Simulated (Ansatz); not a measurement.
Geometry optimisation, RKS B3LYP-D4/def2-SVP in Ansatz.

input.yaml

```yaml
crystal:
  periodic: [false, false, false]
  atoms:
    - { symbol: C, position_ang: [0.066, 1.0013, 0.2655] }
    - { symbol: "N", position_ang: [0.361, -0.3325, 0.588] }
    - { symbol: C, position_ang: [-0.0516, -1.2038, -0.2794] }
    - { symbol: Cl, position_ang: [0.4201, -2.8393, 0.0431] }
    - { symbol: H, position_ang: [-0.5268, 1.1444, -0.7079] }
    - { symbol: H, position_ang: [-0.6027, 1.4851, 1.0487] }
    - { symbol: H, position_ang: [0.9578, 1.6469, 0.1858] }
    - { symbol: H, position_ang: [-0.5316, -0.9592, -1.1996] }
basis:
  gaussian: { orbitals: def2-SVP }
hamiltonian:
  xc: b3lyp
  dispersion: d4
relax:
  f_tol: 0.02
  max_steps: 40
```

Launched with:

```bash
$ ansatz run input.yaml --threads 1 --pin off --max-ram 2048MiB --backend cpu --events-out ev --progress --plain --runs-dir out
```

Problem. Where does it end, and by what steps?

Solution. It converged. After 7 steps the energy has fallen by 0.283 eV; H8 moved furthest, 0.10 Å.

```csv
step,energy less start (eV),largest force component (eV/Å),accepted
0,0.0000,3.493,yes
1,-0.1004,1.738,yes
2,-0.1830,0.886,yes
3,-0.2556,0.378,yes
4,-0.2689,0.406,yes
5,-0.2822,0.088,yes
6,-0.2825,0.072,yes
7,-0.2828,0.018,yes
```

```xyz
8
Properties=species:S:1:pos:R:3
C 0.027 1.066 0.248
N 0.359 -0.309 0.547
C 0.015 -1.204 -0.255
Cl 0.377 -2.892 0.028
H -0.523 1.206 -0.704
H -0.581 1.477 1.070
H 0.954 1.662 0.212
H -0.537 -1.062 -1.202
```

Run time: 21 s on 1 thread of Arm Neoverse V2 (shared host), peak memory 0.15 GiB.
